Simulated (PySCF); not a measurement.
Species: C4H6NO (doublet state).
Z-matrix (Å and degrees, GFN2-xTB geometry), rows numbered from 1:
```
C 
C   1  1.4893
C   2  1.3777  1  126.70
O   3  1.3849  2  110.69  1  -179.51
N   4  1.4143  3  106.31  2     3.38
C   2  1.3846  1  126.73  3  -179.67
H   1  1.0871  2  110.25  3  -152.56
H   1  1.0894  2  110.10  3    88.03
H   1  1.0870  2  110.57  3   -31.58
H   3  1.0673  2  133.40  1     1.33
H   5  1.0199  4  109.24  3  -134.47
H   6  1.0678  2  131.10  1    -0.71
```

As a line formula: `CC1=CON[CH]1` [radical].

Level of theory: PySCF, UKS B3LYP, pcH-1 on C H N O, non-relativistic, mean-field spin-orbit, GIAO. Isolated species at its GFN2-xTB geometry, gas phase. The geometry wasn't refined by DFT: couplings that depend on bond lengths, twists or pyramidal angles can differ widely from those at the functional's own minimum. The SCF solution wasn't tested for stability.

The largest Mulliken spin populations are on C6 (+0.48), C3 (+0.47), C2 (-0.19) and O4 (+0.13). The positive populations add up to 1.25 and the negative ones to -0.25, together 2S = 1.

**Question.** McConnell's relation a(H) = Q·ρ ties the coupling of a proton on a planar π carbon to the spin population of that carbon. What Q do the computed values give?

**Answer.** 
| H | C | ρ(C) | a(H) (G) | a/ρ (G) |
| --- | --- | --- | --- | --- |
| H10 | C3 | +0.475 | -12.91 | -27.2 |
| H12 | C6 | +0.484 | -12.48 | -25.8 |

A least-squares line through the origin gives Q = -26.5 G with Mulliken populations.

Couplings in gauss use g_iso = 2.0035.
